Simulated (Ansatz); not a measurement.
Relaxation of H8OSi2 (11 atoms, charge 0, multiplicity 1), to a largest force component of 0.03 eV/Å in at most 50 steps.

Method: Ansatz, RKS PBE/def2-SVP.

```xyz
11
Properties=species:S:1:pos:R:3:forces:R:3
Si -0.243 -0.138 -0.383 0.01 -0.09 -0.27
H -0.072 0.797 2.110 1.73 0.88 0.26
H 0.916 -0.754 0.341 0.00 0.00 0.02
H -0.073 1.352 -0.466 0.00 -0.01 0.02
H -0.272 -0.692 -1.787 -0.01 0.01 0.00
O -1.686 -0.532 0.382 -0.07 -0.08 -0.11
Si -3.210 -1.110 -0.014 -0.05 -0.02 -0.02
H -3.126 -2.513 -0.555 0.00 0.00 0.00
H -4.035 -1.106 1.239 0.00 0.00 0.00
H -3.865 -0.233 -1.048 0.00 0.00 0.00
H -0.727 0.496 2.096 -1.64 -0.70 0.10
```

Task: Where does it end, and by what steps?

Result: It converged. The force dipped under the threshold on the way, but the program's further checks kept it going. After 25 steps the energy has fallen by 0.179 eV; H2 moved furthest, 1.32 Å.

```
step  energy less start (eV)  largest force component (eV/Å)  accepted
   0                  0.0000                           1.729       yes
   1                 -0.1064                           0.119       yes
   2                 -0.1379                           0.118       yes
   3                 -0.1511                           0.128       yes
   4                 -0.1411                           0.646        no
   5                 -0.1531                           0.037       yes
   6                 -0.1565                           0.031       yes
   7                 -0.1576                           0.252       yes
   8                 -0.1608                           0.087       yes
   9                 -0.1631                           0.059       yes
  10                 -0.1639                           0.289       yes
  11                 -0.1666                           0.125       yes
  12                 -0.1683                           0.046       yes
  13                 -0.1698                           0.026       yes
  14                 -0.1686                           0.330        no
  15                 -0.1709                           0.124       yes
  16                 -0.1717                           0.118       yes
  17                 -0.1726                           0.066       yes
  18                 -0.1737                           0.139       yes
  19                 -0.1753                           0.066       yes
  20                 -0.1769                           0.004       yes
  21                 -0.1782                           0.031       yes
  22                 -0.1773                           0.126        no
  23                 -0.1789                           0.027       yes
  24                 -0.1791                           0.036       yes
  25                 -0.1793                           0.022       yes
```

```xyz
11
Properties=species:S:1:pos:R:3
Si -0.124 -0.295 -0.814
H -0.846 0.741 3.181
H 1.092 -0.247 0.066
H -0.270 1.015 -1.544
H 0.025 -1.402 -1.825
O -1.455 -0.575 0.169
Si -3.091 -0.937 0.063
H -3.306 -2.143 -0.813
H -3.584 -1.223 1.451
H -3.854 0.225 -0.517
H -0.979 0.407 2.500
```

Whether the end is a true minimum wasn't checked by a vibrational analysis.

Time of the run: 28 s on 2 threads of Arm Neoverse V2 (shared host), peak memory 0.12 GiB.
